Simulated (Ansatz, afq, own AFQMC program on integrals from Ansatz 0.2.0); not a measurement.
Two steps: Ansatz 0.2.0 writes the Fock matrix and Cholesky factors of the valence space, and afq projects on them the lowest state that overlaps trial and start.

```yaml
crystal:
  periodic: [false, false, false]
  atoms:
    - {symbol: Ge, position_ang: [0.000000, 0.000000, 0.000000]}
basis:
  gaussian: {orbitals: def2-TZVPP}
magnetization: {spin_polarized: true, initial_magnetization: 2}
correlation: {method: ccsd_t, electrons: outside_noble_gas, hamiltonian_folder: ham}
```

```sh
$ ansatz run in.yaml --threads 1 --pin off --events-out ev --progress --plain --max-ram 24576MiB --backend cuda --devices 0, --max-vram 18GiB
```

afq runs on the folder ham with

```
--method phaseless --trial hf --walkers 4000 --populations 20 --least-time 40 --time-step 0.005 --steps-per-block 20 --equilibration-blocks 112 --max-blocks 4000 --target-error 0.00036 --factor-cut 1e-05 --start spin_pure --seed 8413 --taylor-order 6
```

Times are imaginary, in 1/Eh. The walk had a cap of 49 s. With eight or more populations the least sampling time is a fifth of least-time, and the error comes from their spread. Filled inner d shells are frozen with the cores.

afq prints:

```
orbitals 34  electrons 3 1  factors 260 of 319
reference energy -2075.32100260 Eh
CCSD correlation -0.06478205 Eh in 9 cycles, weight of the determinant in the CISD state 0.9444
energy of the start -2075.321086 Eh
 block  time / (1/Eh)  mean weight  energy / Eh
     1     0.100  1.0002  -2075.330062
     2     0.200  1.0003  -2075.337594
     3     0.300  1.0003  -2075.343648
     4     0.400  1.0004  -2075.348848
     5     0.500  1.0002  -2075.353018
     7     0.700  1.0002  -2075.360169
     9     0.900  1.0001  -2075.365075
    15     1.500  1.0000  -2075.374622
    29     2.900  0.9998  -2075.384145
    43     4.300  1.0000  -2075.387416
    57     5.700  0.9999  -2075.386174
    71     7.100  0.9999  -2075.386890
    85     8.500  1.0000  -2075.385354
    99     9.900  1.0001  -2075.384845
   113    11.300  0.9998  -2075.386889
   127    12.700  1.0001  -2075.386397
   141    14.100  1.0000  -2075.383920
   155    15.500  0.9999  -2075.384930
   169    16.900  1.0000  -2075.384778
   183    18.300  0.9999  -2075.385422
   197    19.700  0.9998  -2075.383646
   211    21.100  1.0001  -2075.385040
   225    22.500  1.0000  -2075.384129
   239    23.900  1.0001  -2075.385137
   253    25.300  1.0002  -2075.384740
   260    26.000  1.0001  -2075.383542
   267    26.700  1.0001  -2075.384245
   281    28.100  0.9998  -2075.384129
   288    28.800  0.9995  -2075.388358
   295    29.500  1.0000  -2075.384416
   302    30.200  0.9999  -2075.383749
error from the spread of 20 populations
energy -2075.385004 +/- 0.000342 Eh
(rows thinned)
```

The run passed its tests (sampling time, drift between the halves within three errors, error under three times the target), which doesn't prove that it has relaxed.

Against this walk (error 9.3 meV) on the same determinant: CCSD(T) 70.4 meV lower, CCSDT(Q) 85.0 meV lower, full CI 85.2 meV lower, a separate phaseless walk with a CISD trial and standard settings 80.8 ± 9.3 meV lower. The error is statistical and leaves out the bias of the constraint. Full CI is exact here, so the walk's 85 meV above it is the walk's own error: the bias of the constraint with this trial. It lies above even CCSD, by 21 meV.

Cautions: constraint bias not in the error; no relativity below Rb; no spin-orbit coupling; inner d shell frozen.

The walk took 26 s on 1 × NVIDIA H100 80GB HBM3 with 2 threads of AMD EPYC 7R13 Processor (Zen 3) (shared host) (the card was shared). The log's last line is the phaseless energy.

CCSDT and higher add their correlation energy to the determinant of the CCSD(T) run, since their own runs factorise the integrals more tightly (a shift of under 2 meV). A walk keeps the symmetry of its determinant, which the program's search chose and which needn't be the lowest solution, so a lower state of the same spin and another symmetry isn't excluded.
